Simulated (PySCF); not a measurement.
**`InChI=1S/C3H2F2/c4-2-1-3-5/h2-3H`**

Cartesian coordinates in Å; atom numbers follow the order of the lines, from 1:
```xyz
7

F     2.1553   -0.8549    0.0404
C     1.2440    0.0697    0.3590
C     0.0006   -0.0100   -0.0043
C    -1.2390    0.0103   -0.3881
F    -2.2268   -0.5453    0.3207
H     1.6638    0.8750    0.9526
H    -1.5950    0.4633   -1.3074
```

Computed with TDDFT CAM-B3LYP/aug-cc-pVTZ excited states, vertical, gas phase in PySCF 2.14.0. Geometry: PBE0-D3(BJ)/def2-TZVP.

Task: How strongly do the lowest singlets absorb one photon, and two photons of half the energy?

Result: δ for parallel linear polarisation; σ at the peak of a Lorentzian of half width 0.1 eV, single beam; Ω is circular over linear.
```csv
state,E (eV),f,photon λ (nm),δ (au),σ (GM),Ω,main
S1,5.63,0.003,441,1.18,0.01,1.50,"HOMO−1→LUMO+1 0.35, HOMO→LUMO 0.28"
S2,5.75,0.001,431,<0.1,0.00,–,"HOMO→LUMO+1 0.36, HOMO−1→LUMO 0.29"
S3,6.79,0.003,365,65,1.10,0.33,"HOMO→LUMO+1 0.38, HOMO−1→LUMO 0.35"
S4,7.27,0.170,341,17.2,0.33,1.50,"HOMO→LUMO 0.61, HOMO→LUMO+2 0.17"
S5,7.39,0.025,336,43,0.86,1.41,"HOMO−1→LUMO+2 0.56, HOMO−1→LUMO 0.28"
S6,7.74,0.542,320,5.86,0.13,1.50,"HOMO−1→LUMO+1 0.47, HOMO→LUMO+2 0.29"
```

Among these, the strongest one-photon state is S6, the strongest two-photon state S3, with a dipole change of 0.1 D (relaxed, norm of the difference vector).
